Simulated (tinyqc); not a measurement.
Inside a calculation. Method: CIS on RHF in the sto-3g basis, frozen core, for H2O, spin multiplicity 1. One step of it, computed by the program tinyqc.

Task: CIS triplet states. Diagonalise A (1 hartree = 27.211386 eV); each vector has its largest component positive (the first on a tie).

CIS matrix A, triplet (hartree), lower triangle:
```
           2>6        2>7        3>6        3>7        4>6       4>7        5>6       5>7
2>6   1.047849
2>7   0.003180   1.183640
3>6   0.035124   0.078899   0.439109
3>7   0.078899  -0.042385  -0.003202   0.572411
4>6  -0.047280   0.012778   0.027687   0.054571   0.298393
4>7   0.012778   0.019843   0.054571  -0.033664  -0.019037  0.438588
5>6   0.000000   0.000000   0.000000   0.000000   0.000000  0.000000   0.243315
5>7   0.000000   0.000000   0.000000   0.000000   0.000000  0.000000  -0.006646  0.369836
```

Give: triplet excitation energies; lowest vectors.

Result:

triplet excitation energies (eV): 6.6115  7.4606  10.0732  10.4749  13.0423  15.8145  28.9646  32.5442

lowest vectors:
```
     state 1  state 2  state 3  state 4  state 5  state 6
2>6   0.0000   0.0841   0.0000  -0.0182  -0.0780  -0.1223
2>7   0.0000  -0.0057   0.0000   0.0614  -0.0866   0.0793
3>6   0.0000  -0.2235   0.0000  -0.6539   0.7094  -0.0704
3>7   0.0000  -0.1823   0.0000   0.1984   0.2159   0.9237
4>6   0.0000   0.9434   0.0000  -0.2177   0.1196   0.2138
4>7   0.0000   0.1403   0.0000   0.6940   0.6498  -0.2735
5>6   0.9986   0.0000  -0.0523   0.0000   0.0000   0.0000
5>7   0.0523   0.0000   0.9986   0.0000   0.0000   0.0000
```
